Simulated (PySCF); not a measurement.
**C₅H₅F: NMR shifts and spin-spin couplings**

Aim: predict the NMR shifts and spin-spin couplings of C₅H₅F (`FC1=CCC=C1`).

The runs use PySCF 2.14.0, with density-fitted response routines of our own; the level of theory stands in each step. All values are computed, except where a source is named. Atoms are numbered from 0 throughout.

## Step 1: The molecule as given

11 atoms, charge 0, multiplicity 1; geometry from: GFN2-xTB.

Bonds of the start (Å): F0–C1 1.34, C1–C2 1.34, C2–C3 1.49, C3–C4 1.49, C4–C5 1.34, C5–C1 1.45, C2–H6 1.07, C3–H7 1.09, C3–H8 1.09, C4–H9 1.07, C5–H10 1.07.

## Step 2: Shielding tensors: PBE0/pcSseg-1

Job settings and geometry (Å):

```
{"job": {"kind": "nmr", "xc": "PBE0", "basis": "pcSseg-1"}, "charge": 0, "multiplicity": 1}
F      2.538178     0.130840     0.515030
C      1.226314     0.055586     0.246892
C      0.518747    -1.063809     0.051230
C     -0.895543    -0.668539    -0.214767
C     -0.855351     0.822654    -0.135632
C      0.390993     1.230715     0.134734
H      0.870558    -2.076346     0.073943
H     -1.580700    -1.091035     0.523043
H     -1.234844    -1.010225    -1.194809
H     -1.723442     1.437768    -0.280650
H      0.750512     2.235062     0.255023
```

Method: GIAO PBE0/pcSseg-1 NMR shielding, non-relativistic, gas phase.

Log:

```text
coarse grid: 9616 points
cycle   1  E = -292.8898927896  dE =  1.019e+00  |g| = 4.798e-01  |ddm| = 3.037e+00
cycle   2  E = -292.8742873443  dE =  1.561e-02  |g| = 5.796e-01  |ddm| = 8.054e-01
cycle   3  E = -292.9349633579  dE = -6.068e-02  |g| = 7.870e-02  |ddm| = 4.326e-01
cycle   4  E = -292.9362100705  dE = -1.247e-03  |g| = 3.750e-02  |ddm| = 1.026e-01
cycle   5  E = -292.9365552688  dE = -3.452e-04  |g| = 8.463e-03  |ddm| = 3.523e-02
cycle   6  E = -292.9365677479  dE = -1.248e-05  |g| = 3.472e-03  |ddm| = 9.248e-03
cycle   7  E = -292.9365703431  dE = -2.595e-06  |g| = 4.143e-04  |ddm| = 3.148e-03
final grid: 94504 points
cycle   8  E = -292.9790746404  dE = -2.878e-05  |g| = 6.926e-03  |ddm| = 2.776e-02
cycle   9  E = -292.9790678653  dE =  6.775e-06  |g| = 9.385e-03  |ddm| = 1.332e-02
cycle  10  E = -292.9790860906  dE = -1.823e-05  |g| = 1.021e-03  |ddm| = 7.656e-03
cycle  11  E = -292.9790862610  dE = -1.704e-07  |g| = 1.985e-04  |ddm| = 1.012e-03
cycle  12  E = -292.9790862665  dE = -5.479e-09  |g| = 8.040e-05  |ddm| = 2.019e-04
cycle  13  E = -292.9790862680  dE = -1.471e-09  |g| = 2.882e-05  |ddm| = 8.701e-05
cycle  14  E = -292.9790862682  dE = -2.014e-10  |g| = 3.899e-06  |ddm| = 2.326e-05
converged SCF energy = -292.9790862682

GIAO shielding tensors (ppm)
atom      isotropic    diamagn.    paramagn.     s11        s22        s33       span
  0 F      300.825     472.816    -171.991    191.036    302.300    409.137    218.101
  1 C       12.176     250.175    -237.999    -74.323     55.243     55.607    129.931
  2 C       74.390     257.188    -182.798     -6.204     72.658    156.717    162.921
  3 C      146.646     249.103    -102.457    132.728    151.471    155.739     23.011
  4 C       43.857     255.033    -211.177    -63.639     34.226    160.984    224.623
  5 C       51.831     254.586    -202.754    -48.439     59.311    144.622    193.061
  6 H       25.908      30.923      -5.016     23.921     26.186     27.617      3.696
  7 H       28.614      28.825      -0.211     24.143     26.479     35.221     11.078
  8 H       28.612      28.817      -0.205     24.142     26.478     35.217     11.075
  9 H       25.026      31.093      -6.067     23.989     25.027     26.062      2.072
 10 H       25.071      30.685      -5.613     23.819     24.255     27.139      3.320
```

It took 9.3 s on 1 thread, shared host.

Shifts follow as δ = σ(reference) − σ, with reference shieldings (ppm) from runs at the same level and on the same kind of geometry: ¹H TMS 31.72, ¹³C TMS 186.9, ¹⁹F CFCl3 170.9. The references are single molecules in the gas phase, so shifts against H2O, NH3, PH3, H3PO4 or CFCl3 are not on the usual liquid scales and can be off by tens of ppm. Atoms listed in one row are averaged.

| atoms | environment | σ (ppm) | δ (ppm) | δ scaled to CDCl3 |
| --- | --- | --- | --- | --- |
| C1 | fully substituted alkene carbon | 12.2 | 174.7 | 168.6 |
| C4 | alkene CH | 43.9 | 143.1 | 137.7 |
| C5 | alkene CH | 51.8 | 135.1 | 129.9 |
| C2 | alkene CH | 74.4 | 112.5 | 107.9 |
| C3 | allylic sp3 CH2 | 146.6 | 40.3 | 37.4 |
| H9 | hydrogen on an alkene CH | 25.03 | 6.69 | 6.41 |
| H10 | hydrogen on an alkene CH | 25.07 | 6.65 | 6.37 |
| H6 | hydrogen on an alkene CH | 25.91 | 5.81 | 5.58 |
| H7, H8 | hydrogen on an allylic sp3 CH2 | 28.61 | 3.10 | 3.03 |
| F0 | vinylic fluorine | 300.8 | -129.9 | – |

The scaled column applies a straight-line fit of computed shieldings to shifts measured in CDCl3, and one for carbons that bear F (root-mean-square error 0.16 ppm for H, 1.9 ppm for C).

Charges from the same density, by scheme (e):

| atoms | Mulliken | IAO | Hirshfeld | ESP fit |
| --- | --- | --- | --- | --- |
| F0 | -0.27 | -0.26 | -0.09 | -0.20 |
| C1 | 0.29 | 0.28 | 0.07 | 0.35 |
| C2 | -0.23 | -0.23 | -0.09 | -0.40 |
| C3 | -0.14 | -0.27 | -0.07 | 0.02 |
| C4 | -0.16 | -0.15 | -0.04 | -0.25 |
| C5 | -0.12 | -0.19 | -0.07 | -0.23 |

Mayer bond orders: F0–C1 0.96, C1–C2 1.75, C2–C3 1.04, C3–C4 1.06, C4–C5 1.74, C5–C1 1.12.

Ring of atoms C1, C2, C3, C4, C5: NICS(0) -5.9, NICS(1) -5.8, NICS(1)zz -11.9 ppm (means of both faces).

## Step 3: Spin-spin couplings: B3LYP/pcJ-1

Same as in step 2 but for these lines:

```diff
@@ -1,2 +1,2 @@
-{"job": {"kind": "nmr", "xc": "PBE0", "basis": "pcSseg-1"}, "charge": 0, "multiplicity": 1}
+{"job": {"kind": "j", "xc": "B3LYP", "basis": "pcJ-1"}, "charge": 0, "multiplicity": 1}
 F      2.538178     0.130840     0.515030
```

Level: B3LYP/pcJ-1 indirect spin-spin coupling, non-relativistic, gas phase.

Log:

```text
coarse grid: 9616 points
cycle   1  E = -293.2392678199  dE =  9.374e-01  |g| = 5.404e-01  |ddm| = 2.926e+00
cycle   2  E = -293.2086402922  dE =  3.063e-02  |g| = 6.884e-01  |ddm| = 9.045e-01
cycle   3  E = -293.2940523849  dE = -8.541e-02  |g| = 9.527e-02  |ddm| = 4.995e-01
cycle   4  E = -293.2955565752  dE = -1.504e-03  |g| = 5.589e-02  |ddm| = 1.233e-01
cycle   5  E = -293.2963287847  dE = -7.722e-04  |g| = 1.122e-02  |ddm| = 4.884e-02
cycle   6  E = -293.2963499450  dE = -2.116e-05  |g| = 4.565e-03  |ddm| = 1.100e-02
cycle   7  E = -293.2963541574  dE = -4.212e-06  |g| = 5.606e-04  |ddm| = 3.963e-03
final grid: 94504 points
cycle   8  E = -293.3483428107  dE = -1.245e-04  |g| = 6.520e-03  |ddm| = 1.846e-02
cycle   9  E = -293.3483341591  dE =  8.652e-06  |g| = 9.541e-03  |ddm| = 1.156e-02
cycle  10  E = -293.3483510876  dE = -1.693e-05  |g| = 9.187e-04  |ddm| = 7.400e-03
cycle  11  E = -293.3483511665  dE = -7.886e-08  |g| = 5.665e-04  |ddm| = 1.201e-03
cycle  12  E = -293.3483512296  dE = -6.311e-08  |g| = 1.408e-04  |ddm| = 5.045e-04
cycle  13  E = -293.3483512344  dE = -4.782e-09  |g| = 2.359e-05  |ddm| = 1.182e-04
cycle  14  E = -293.3483512345  dE = -1.261e-10  |g| = 5.575e-06  |ddm| = 2.194e-05
converged SCF energy = -293.3483512345

Indirect spin-spin couplings (Hz)
  i      j    bonds     total        FC       PSO       DSO        SD
  0 F    1 C    1   -337.509  -331.233    -9.312     0.872     2.163
  0 F    2 C    2     10.199    22.797   -24.472    -0.258    12.130
  0 F    3 C    3      4.966     8.267    -3.256    -0.382     0.337
  0 F    4 C    3      1.637     6.645    -0.290    -0.407    -4.311
  0 F    5 C    2     26.205    30.370    -7.269    -0.145     3.249
  0 F    6 H    3     -1.523     3.341    -3.619    -0.666    -0.578
  0 F    7 H    4      6.138     6.764     0.832    -1.433    -0.025
  0 F    8 H    4      6.134     6.759     0.832    -1.433    -0.025
  0 F    9 H    4      4.089     4.977     0.807    -1.633    -0.062
  0 F   10 H    3     -1.608    -0.574    -0.411    -0.414    -0.209
  1 C    2 C    1     90.748    98.838    -8.392     0.303         -
  1 C    3 C    2     13.963    13.828     0.090     0.044         -
  1 C    4 C    2     11.318    11.239     0.038     0.041         -
  1 C    5 C    1     68.735    71.791    -3.369     0.313         -
  1 C    6 H    2     -1.349     0.030    -1.021    -0.359         -
  1 C    7 H    3      5.564     5.727     0.127    -0.290         -
  1 C    8 H    3      5.557     5.720     0.128    -0.290         -
  1 C    9 H    3     14.548    14.640     0.388    -0.479         -
  1 C   10 H    2      1.523     1.931    -0.204    -0.204         -
  2 C    3 C    1     44.147    45.779    -1.866     0.234         -
  2 C    4 C    2      1.098     1.908    -0.822     0.012         -
  2 C    5 C    2     13.676    13.763    -0.080    -0.007         -
  2 C    6 H    1    179.517   178.250     0.350     0.917         -
  2 C    7 H    2     -5.380    -5.328     0.069    -0.121         -
  2 C    8 H    2     -5.385    -5.332     0.068    -0.120         -
  2 C    9 H    3      3.667     3.834     0.362    -0.530         -
  2 C   10 H    3      5.686     5.770     0.499    -0.584         -
  3 C    4 C    1     38.157    39.908    -1.975     0.224         -
  3 C    5 C    2      2.553     2.947    -0.390    -0.005         -
  3 C    6 H    2      6.425     6.641     0.120    -0.336         -
  3 C    7 H    1    134.291   132.451     0.952     0.888         -
  3 C    8 H    1    134.348   132.508     0.952     0.888         -
  3 C    9 H    2      7.082     7.367     0.050    -0.334         -
  3 C   10 H    3     10.989    11.084     0.458    -0.553         -
  4 C    5 C    1     74.882    84.092    -9.427     0.216         -
  4 C    6 H    3      7.346     7.506     0.376    -0.536         -
  4 C    7 H    2     -4.654    -4.616     0.102    -0.140         -
  4 C    8 H    2     -4.633    -4.595     0.103    -0.141         -
  4 C    9 H    1    178.117   177.229     0.069     0.819         -
  4 C   10 H    2      2.222     3.761    -1.012    -0.527         -
  5 C    6 H    3      7.469     7.623     0.421    -0.576         -
  5 C    7 H    3      3.013     3.217     0.195    -0.399         -
  5 C    8 H    3      3.022     3.226     0.195    -0.399         -
  5 C    9 H    2      4.661     6.200    -1.035    -0.503         -
  5 C   10 H    1    174.649   173.607     0.133     0.909         -
  6 H    7 H    3      2.603     2.695     0.869    -0.961         -
  6 H    8 H    3      2.603     2.695     0.867    -0.960         -
  6 H    9 H    4      2.537     2.620     2.032    -2.115         -
  6 H   10 H    4      1.154     1.311     2.079    -2.236         -
  7 H    8 H    2    -27.164   -27.330     2.397    -2.230         -
  7 H    9 H    3      1.648     1.746     0.860    -0.958         -
  7 H   10 H    4     -1.826    -1.667     1.790    -1.949         -
  8 H    9 H    3      1.645     1.742     0.863    -0.961         -
  8 H   10 H    4     -1.822    -1.663     1.790    -1.949         -
  9 H   10 H    3      6.663     6.987     0.821    -1.144         -
```

Wall time 24 s (1 thread, shared host).

A choice of the couplings up to four bonds, sorted by the number of bonds, with means over like pairs; isotopes 13C, 19F, 1H:

| pair | bonds | J (Hz) | Fermi contact (Hz) | dihedral (°) |
| --- | --- | --- | --- | --- |
| F0–C1 | 1 | -337.5 | -331.2 | – |
| C2–H6 | 1 | 179.5 | 178.2 | – |
| C4–H9 | 1 | 178.1 | 177.2 | – |
| C5–H10 | 1 | 174.6 | 173.6 | – |
| C3–H7 | 1 | 134.3 | 132.5 | – |
| C1–C2 | 1 | 90.7 | 98.8 | – |
| C4–C5 | 1 | 74.9 | 84.1 | – |
| C1–C5 | 1 | 68.7 | 71.8 | – |
| C2–C3 | 1 | 44.1 | 45.8 | – |
| H7–H8 | 2 | -27.2 | -27.3 | – |
| F0–C5 | 2 | 26.2 | 30.4 | – |
| C1–C3 | 2 | 14.0 | 13.8 | – |
| C2–C5 | 2 | 13.7 | 13.8 | – |
| C1–C4 | 2 | 11.3 | 11.2 | – |
| F0–C2 | 2 | 10.2 | 22.8 | – |
| C3–H9 | 2 | 7.1 | 7.4 | – |
| C3–H6 | 2 | 6.4 | 6.6 | – |
| C2–H7 | 2 | -5.4 | -5.3 | – |
| C1–H9 | 3 | 14.5 | 14.6 | 180 |
| C3–H10 | 3 | 11.0 | 11.1 | -180 |
| C5–H6 | 3 | 7.5 | 7.6 | -180 |
| C4–H6 | 3 | 7.3 | 7.5 | 180 |
| H9–H10 | 3 | 6.7 | 7.0 | 0 |
| C2–H10 | 3 | 5.7 | 5.8 | 180 |
| C1–H7 | 3 | 5.6 | 5.7 | -120 |
| F0–C3 | 3 | 5.0 | 8.3 | 180 |
| C2–H9 | 3 | 3.7 | 3.8 | -180 |
| F0–H7 | 4 | 6.1 | 6.8 | – |
| F0–H9 | 4 | 4.1 | 5.0 | – |
| H6–H9 | 4 | 2.5 | 2.6 | – |
| H7–H10 | 4 | -1.8 | -1.7 | – |
| H6–H10 | 4 | 1.2 | 1.3 | – |

The spin-dipole term was solved for some atoms only; pairs without it lack that part.

Joined with the shifts from before (PBE0/pcSseg-1, unscaled), the couplings predict the line list below for 400 MHz.

¹H NMR δ 6.69 (m, 1H), 6.65 (m, 1H), 5.81 (qdd, J = 2.6, 1.5, 1.2 Hz, 1H), 3.10 (ddt, J = 6.1, 2.6, 1.7 Hz, 2H). The letters are first-order; like nuclei with unlike couplings give more lines.

## Step 4: Outcome

| quantity | value |
| --- | --- |
| ¹³C shifts against TMS (PBE0/pcSseg-1) | 174.7, 143.1, 135.1, 112.5, 40.3 ppm |
| ¹H shifts against TMS (PBE0/pcSseg-1, means over atoms taken as alike) | 6.69, 6.65, 5.81, 3.10 ppm |
| ¹⁹F shifts against CFCl3 (PBE0/pcSseg-1) | -129.9 ppm |
| largest coupling of the table (B3LYP/pcJ-1) | ¹J(F,C) F0–C1, -337.5 Hz |

What this shows: Of the pairs tabulated at B3LYP/pcJ-1, F0–C1 couples most strongly (-337.5 Hz; Fermi contact -331.2 Hz). Couplings across rotatable bonds belong to this one conformer; where others are populated, the observed values are averages.
